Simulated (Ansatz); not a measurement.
Results of the Gaussian-basis code of Ansatz.

Basis-set series for CH₅BS, SMILES `CBS`. Charge 0, multiplicity 1. All single points use the PBE0-D4/def2-TZVP geometry. It is one conformer, not always the lowest.

Cartesian coordinates in Å:
```
C 0.7478 0.5997 -0.5425
B -0.4821 -0.0690 0.1411
S -0.2638 -1.5665 1.0821
H 0.8513 1.6304 -0.1839
H 0.5658 0.6860 -1.6201
H 1.6988 0.0852 -0.3932
H -1.5804 0.3946 0.0543
H -1.5372 -1.7604 1.4621
```

```tsv
functional	basis	functions	energy (Eh)	HOMO (eV)	LUMO (eV)
PBE0-D4	def2-SVP	71	-463.78855	-8.01	-0.57
PBE0-D4	def2-QZVPP	334	-464.01300	-8.12	-0.80
ωB97M-V	def2-SVP	71	-463.93948	-10.16	1.51
ωB97M-V	def2-QZVPP	334	-464.16800	-10.31	1.13
```

(1) Give the rows for def2-TZVPP. (Best estimate.)

Results:

(1) The calculation gave: 
```tsv
functional	basis	functions	energy (Eh)	HOMO (eV)	LUMO (eV)
PBE0-D4	def2-TZVPP	174	-463.99690	-8.10	-0.76
ωB97M-V	def2-TZVPP	174	-464.15263	-10.29	1.23
```

Positive LUMOs are unbound and depend on the basis.
